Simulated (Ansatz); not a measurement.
Input file for C₄H₅N (`C/C=C/C#N`):

```yaml
crystal:
  periodic: [false, false, false]
  atoms:
    - {symbol: C, position_ang: [-0.595275, -1.313657, 0.534024]}
    - {symbol: C, position_ang: [-0.179579, 0.100495, 0.373715]}
    - {symbol: C, position_ang: [0.498587, 0.572211, -0.673076]}
    - {symbol: C, position_ang: [0.877417, 1.936798, -0.786870]}
    - {symbol: N, position_ang: [1.193588, 3.039548, -0.897437]}
    - {symbol: H, position_ang: [-1.683020, -1.384776, 0.631451]}
    - {symbol: H, position_ang: [-0.279869, -1.929072, -0.309448]}
    - {symbol: H, position_ang: [-0.173870, -1.735574, 1.451711]}
    - {symbol: H, position_ang: [-0.450514, 0.791247, 1.168018]}
    - {symbol: H, position_ang: [0.792525, -0.077230, -1.492098]}
basis:
  gaussian: {orbitals: cc-pV(Q+d)Z}
correlation: {method: ccsd_t}
```

```sh
$ ansatz run in.yaml --threads 2 --pin off --events-out ev --progress --plain --max-ram 20480MiB --backend cuda --devices 0, --max-vram 18GiB
```

Output of Ansatz, abridged:

```
Functional definition: HF
2486 factors; integrals over basis functions are off by at most 1.2e-3 eV
mean field evaluation 1: about -5680.4124 eV, gradient 3.7e1 eV
mean field evaluation 2: about -5680.5822 eV, gradient 3.7e1 eV
mean field evaluation 4: about -5684.1799 eV, gradient 6.8e0 eV
mean field evaluation 8: about -5684.3112 eV, gradient 3.0e-1 eV
mean field -5684.31175171 eV, -208.8946039106 hartree, gradient 3.8e-6 eV, S^2 0.000000; 0 other end points of the search recorded, 0 dependent functions left out; unrestricted orbitals would lower it
5 core orbitals not correlated: weight in the atoms' cores, before any rotation towards them, 1.000 or more for the frozen orbitals, at most 0.000 for the correlated occupied ones
reference -5684.31175171 eV, -208.8946039106 hartree; 13, 13 occupied and 407, 407 virtual orbitals, 2486 factors
second order -23.99069577 eV of doubles, -0.00000000 eV of singles
cycle   1  -23.60906571 eV  change    3.8e-1 eV  update   1.2e-1
cycle   2  -24.28625878 eV  change   -6.8e-1 eV  update   3.7e-2
cycle   3  -24.43520530 eV  change   -1.5e-1 eV  update   1.7e-2
cycle   4  -24.43053221 eV  change    4.7e-3 eV  update   5.1e-3
cycle   5  -24.43209317 eV  change   -1.6e-3 eV  update   2.5e-3
cycle   6  -24.43340590 eV  change   -1.3e-3 eV  update   6.8e-4
cycle   7  -24.43316635 eV  change    2.4e-4 eV  update   3.6e-4
cycle   8  -24.43307051 eV  change    9.6e-5 eV  update   1.1e-4
cycle   9  -24.43309341 eV  change   -2.3e-5 eV  update   5.2e-5
cycle  10  -24.43307229 eV  change    2.1e-5 eV  update   1.3e-5
perturbative correction -1.24049422 eV, -0.0455873219 hartree
Total energy: -5709.98531823 eV, -209.8380900777 hartree
```

It took 14 s on 2 threads of an AMD EPYC 7R13 on a shared host and a share of an NVIDIA H100 80 GB, with 2.1 GiB of host memory at the peak.

Correlation energy per correlated electron: -0.987 eV. T1 diagnostic: 0.0131.
